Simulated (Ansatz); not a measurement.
in.yaml

```yaml
crystal:
  periodic: [false, false, false]
  atoms:
    - {symbol: Ga, position_ang: [0.007502, -0.007483, 0.015583]}
    - {symbol: H, position_ang: [0.660006, 0.656622, 1.369452]}
    - {symbol: H, position_ang: [-0.655013, -0.661577, 1.369464]}
    - {symbol: H, position_ang: [-1.195500, 1.192593, -2.483434]}
    - {symbol: H, position_ang: [0.671597, -0.669989, -1.333424]}
basis:
  gaussian: {orbitals: def2-mTZVP, fitting: {mean_field: def2-universal-jkfit}}
total_charge: 1
magnetization: {spin_polarized: false, initial_magnetization: 2}
correlation: {method: fic_nevpt4_sd, electrons: outside_noble_gas, active_space: {window: {electrons: 4, orbitals: 4}, states: [{multiplicity: 3, weights: [0.5, 1, 1, 0.5]}], root: 1}}
```

```sh
$ ansatz run in.yaml --threads 1 --pin off --events-out ev --progress --plain --max-ram 2393MiB
```

Output:

```
338 factors; integrals over basis functions are off by at most 1.2e0 eV
mean field evaluation 1: about -52382.7926 eV, gradient 9.1e0 eV
mean field evaluation 2: about -52383.9115 eV, gradient 2.8e0 eV
mean field evaluation 4: about -52383.9883 eV, gradient 2.2e-1 eV
mean field evaluation 8: about -52383.6955 eV, gradient 2.6e0 eV
mean field -52383.98916199 eV, -1925.0760945598 hartree, gradient 1.3e-6 eV, S^2 2.000000; 2 other end points of the search recorded, 0 dependent functions left out
reference -52383.98916199 eV, -1925.0760945598 hartree; 18, 16 occupied and 30, 32 virtual orbitals, 338 factors
state -52383.59818761 eV, -1925.0617265165 hartree
state -52380.64510614 eV, -1924.9532027740 hartree
state -52380.06126799 eV, -1924.9317471178 hartree
state -52378.26340122 eV, -1924.8656767326 hartree
state -52383.59818761 eV, -1925.0617265165 hartree; corrected -52385.95168043 eV, -1925.1482157826 hartree
state -52380.64510614 eV, -1924.9532027740 hartree; corrected -52383.26355170 eV, -1925.0494288736 hartree
state -52380.06126799 eV, -1924.9317471178 hartree; corrected -52381.92366588 eV, -1925.0001889782 hartree
state -52378.26340122 eV, -1924.8656767326 hartree; corrected -52380.52135472 eV, -1924.9486549935 hartree
state -52383.99330888 eV, -1925.0762469555 hartree
state -52380.58164059 eV, -1924.9508704581 hartree
state -52379.51313068 eV, -1924.9116034433 hartree
state -52378.43250254 eV, -1924.8718910918 hartree
state -52383.99330888 eV, -1925.0762469555 hartree; corrected -52386.03367055 eV, -1925.1512288638 hartree
state -52380.58164059 eV, -1924.9508704581 hartree; corrected -52383.06469073 eV, -1925.0421208678 hartree
state -52379.51313068 eV, -1924.9116034433 hartree; corrected -52381.77380832 eV, -1924.9946818141 hartree
state -52378.43250254 eV, -1924.8718910918 hartree; corrected -52381.81355772 eV, -1924.9961425776 hartree
state -52383.99330888 eV, -1925.0762469555 hartree; corrected -52386.03367055 eV, -1925.1512288638 hartree
state -52380.58164059 eV, -1924.9508704581 hartree; corrected -52383.06469073 eV, -1925.0421208678 hartree
state -52379.51313068 eV, -1924.9116034433 hartree; corrected -52381.77380832 eV, -1924.9946818141 hartree
state -52378.43250254 eV, -1924.8718910918 hartree; corrected -52381.81355772 eV, -1924.9961425776 hartree
WARN: the results are in doubt because another end's mean lies 0.110 eV lower, and its corrected mean 0.113 eV higher
Total energy: -52383.06469073 eV, -1925.0421208678 hartree
In doubt: another end's mean lies 0.110 eV lower, and its corrected mean 0.113 eV higher
```

Natural occupations, averaged over the states: 1.3578 1.0821 1.0273 0.5327.

The correction changes the order of the states.

Ran on 1 thread of INTEL XEON PLATINUM 8581C, shared host: 1.4 s wall, 0.11 GiB peak host memory.
